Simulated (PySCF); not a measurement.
# From computed data to an observable: chemical shift, span and skew from a shielding tensor

nitrous oxide (N2O), SMILES N#[N+][O-]. Atoms are numbered in the order given.

```xyz
3

N      0.0000     0.0000    -1.1894
N      0.0000     0.0000    -0.0713
O      0.0000     0.0000     1.1031
```
Charge 0, spin multiplicity 1.

Geometry: PBE0-D3(BJ)/def2-TZVP.

GIAO shieldings from PBE/pcSseg-2 run with PySCF, non-relativistic, no solvent. The symmetric part of the tensor of N1 has the principal values -26.6, -26.6, 344.4 ppm. The same nucleus in NH3 has σ = 262.8 ppm at this level (PySCF, at its B3LYP-D3(BJ)/def2-TZVP geometry).

Problem. Work out the isotropic shielding, the ¹⁵N shift against NH3, the span and the skew.

Solution. 
σ(iso) = (σ11 + σ22 + σ33)/3 = 97.1 ppm. δ = σ(ref) − σ(iso) = 262.8 − (97.1) = 165.7 ppm.
Span Ω = σ33 − σ11 = 371.0 ppm. Skew κ = 3(σ(iso) − σ22)/Ω = 1.00, an axial tensor. Tumbling in solution averages the tensor to δ; in a static solid the shielding alone would spread this spin-1/2 line over Ω.
